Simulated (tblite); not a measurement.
Compound: C2H4ClF.
Structure used (GFN2-xTB), in Å, numbered top down from 1:
```
atom  x, y, z in Å
F1    -1.6001   -0.8268    0.2117
C2    -0.7381    0.2284    0.0544
C3     0.6841   -0.3012   -0.0493
Cl4    1.8019    1.0647   -0.2586
H5    -1.0369    0.7569   -0.8565
H6    -0.8607    0.8788    0.9263
H7     0.7910   -0.9590   -0.9122
H8     0.9678   -0.8324    0.8596
```

Computed with GFN2-xTB (tblite): harmonic, unscaled wavenumbers at the GFN2-xTB geometry, gas phase. This tight-binding method is rough: wavenumbers can miss measured ones by several per cent, in bad cases by 10 to 20. One conformer, not necessarily the lowest.

Harmonic wavenumbers (cm⁻¹): 96.7, 230.4, 368.1, 764.5, 793.3, 1013.4, 1034.7, 1061.6, 1153.6, 1221.1, 1233.5, 1317.9, 1435.8, 1447.9, 2952.7, 2956.2, 2989.3, 2989.8.

A = 30159, B = 2404, C = 2292 MHz; mass 81.999 u (most abundant isotopes); point group Cs, symmetry number 1.

Q: What is the zero-point energy?

A: ½Σν̃ = 12530 cm⁻¹ = 35.83 kcal/mol.

Q: Give the ideal-gas entropy at 298.15 K and 1 bar in the rigid-rotor, harmonic-oscillator model (classical rotation).

A: Translation 39.15, rotation 25.07, vibration 7.36: S = 71.6 cal/(mol K).

Q: And Cp and H(298.15 K) − H(0)?

A: Cp = 16.56 cal/(mol K), of which vibrations give 8.61 (their classical limit is 18 R = 35.8); H(298.15 K) − H(0) = 3.58 kcal/mol without the zero-point energy, 1.22 from vibrations.

Q: Blend soft modes into free rotors: weight 1/[1 + (100 cm⁻¹/ν̃)⁴] for the oscillator and the rest for a rotor with moment μB/(μ + B), μ = h/(8π²ν), B = 10⁻⁴⁴ kg m². What vibrational entropy results?

A: 7.03 cal/(mol K) in place of 7.36, which changes −T·S at 298.15 K by +0.10 kcal/mol.

Q: What must be added to the electronic energy to get the Gibbs energy at 298.15 K and 1 bar?

A: ZPE + [H(298.15 K) − H(0)] − T·S = 35.83 + 3.58 − 21.34 = 18.07 kcal/mol.

Q: How do the functions run with temperature in this model?

A: 
```
T (K)  S (cal/(mol K))  Cp (cal/(mol K))  H − H(0) (kcal/mol)  G − H(0) (kcal/mol)  ln q(vib)
  100             57.4              10.8                 0.92                -4.82       0.33
  200             65.7              13.4                 2.12               -11.01       0.99
  300             71.7              16.6                 3.62               -17.89       1.66
  500             81.9              23.6                 7.66               -33.27       3.10
  800             94.6              30.5                15.87               -59.81       5.35
 1000            101.7              33.4                22.27               -79.46       6.82
```

q(vib) and H(0) count from the zero-point level.

Hindered rotation and anharmonicity are outside this model. Other conformers, if any are populated, would add a mixing term that is left out.
